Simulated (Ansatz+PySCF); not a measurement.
singlet LiF: levels of theory in one basis

```yaml
atoms:
  - { symbol: Li, position_ang: [-0.0246, 0.0304, -1.1802] }
  - { symbol: F, position_ang: [0.0039, 0.0160, 0.4302] }
```

Basis set: def2-SVP (spherical functions). Left uncorrelated: 1 orbital. Charge 0, multiplicity 1.

Computed with Ansatz (development build ahead of 0.2.0); each method stands on the lowest determinant of its kind that the runs found. NEVPT2 correlates all electrons. Active spaces start from the frontier orbitals, and the lowest solution found is given.

```csv
method,E − E(RHF) (eV),<S²> of the determinant
RHF,0.00,0.00
RHF-MP2,-5.56,–
RHF-CCSD,-5.61,–
RHF-CCSD(T),-5.66,–
"CASSCF(6,6)",-2.55,–
```

Problem. What does SC-NEVPT2(6,6) give on the same scale?

Solution. -5.32 eV. NEVPT2 here correlates all electrons, so it doesn't share the others' frozen core.

Problem. Is a single determinant a sound starting point here?

Solution. By this sign, yes. Unrestricted orbitals gain 0.00 eV and <S²> is 0.00 against 0.00 for a pure state. The CASSCF(6,6) natural occupations are 1.98, 1.98, 1.98, 0.02, 0.02, 0.02.
